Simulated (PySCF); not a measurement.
All numbers come from PBE0/[Na def2-TZVPD, H def2-TZVPD], no relativity, density fitting, PySCF. Open shells, if any, are unrestricted.

Task: What shape and geometry does isolated singlet [NaH2]- take (every ligand bound to Na)?

Result: Counting electrons, sodium keeps none of its valence electrons outside its bonds, so the VSEPR class is AX2 and the expected shape is linear (D∞h), as computed. The lowest minimum found is a singlet of D∞h symmetry with Na–H 2.065 Å (×2); H–Na–H 180.0°. Its harmonic wavenumbers are 308 (πu), 852 (σu+), 891 (σg+) cm⁻¹ and its dipole moment is 0.00 D about the centre of mass.

This need not be the most stable arrangement of these atoms. The lowest empty level of this anion is unbound, so it and the gap depend on the basis.
